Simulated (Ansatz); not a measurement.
Counterpoise correction, worked out

The pair of HCl (SMILES Cl, atoms 1–2) and Si$_{2}$H$_{6}$ (SMILES [SiH3][SiH3], atoms 3–10), both closed shells, in one local arrangement (a lower one may exist), relaxed at PBE0-D4/def2-TZVP:

Cl1  (0.574, -0.842, -3.037)
H2  (-0.311, -0.188, -2.376)
Si3  (0.968, -0.469, 0.872)
Si4  (-1.013, 0.714, 0.484)
H5  (1.268, -0.425, 2.329)
H6  (0.812, -1.885, 0.451)
H7  (2.093, 0.151, 0.126)
H8  (-0.870, 2.137, 0.890)
H9  (-2.148, 0.108, 1.228)
H10  (-1.374, 0.700, -0.966)
(Å)

Program: Ansatz 0.2.0. Basis: def2-TZVPPD. Cores are frozen in the correlated methods.

CCSD(T) total energies in eV:

| system | geometry | basis functions | energy |
| --- | --- | --- | --- |
| pair | pair | all | -28355.02278 |
| HCl | as in the pair | all (partner as ghosts) | -12526.33403 |
| Si$_{2}$H$_{6}$ | as in the pair | all (partner as ghosts) | -15828.64169 |
| HCl | as in the pair | its own | -12526.31919 |
| Si$_{2}$H$_{6}$ | as in the pair | its own | -15828.63550 |
| HCl | free (PBE0-D4 minimum) | its own | -12526.32009 |
| Si$_{2}$H$_{6}$ | free (PBE0-D4 minimum) | its own | -15828.63943 |

Task: Work out the interaction energy with and without the counterpoise correction, the superposition error, and the binding energy from the relaxed fragments.

Result: Without correction: -28355.02278 − (-12526.31919) − (-15828.63550) = -0.06809 eV.
With correction (each fragment in the whole basis): -28355.02278 − (-12526.33403) − (-15828.64169) = -0.04706 eV = -1.09 kcal/mol.
The superposition error is the difference, 0.02103 eV, 31 % of the uncorrected value: each fragment borrows its partner's functions.
Deformation from the free shapes: 0.00090 eV for HCl and 0.00393 eV for Si$_{2}$H$_{6}$.
Binding energy from relaxed fragments: -0.04706 + 0.00090 + 0.00393 = -0.04223 eV = -0.97 kcal/mol (electronic, without zero-point energy; negative means bound). For comparison, the corrected interaction energy by CCSD(T) at an estimated basis limit (MP2 extrapolated from triple and quadruple zeta, plus CCSD(T) − MP2 in triple zeta) is -0.065 eV; triple zeta with the correction binds less.

No T1 diagnostic of these runs exceeds 0.013.

For scale, one of the runs: CCSD(T)/def2-TZVPPD, 266 basis functions, launched by `ansatz run in.yaml --threads 4 --pin off --events-out ev --progress --plain --max-ram 9574MiB`. Hardware: 4 CPU threads of an Intel Xeon 6975P-C, shared host. Wall time 27 s; peak host memory 6.3 GiB.
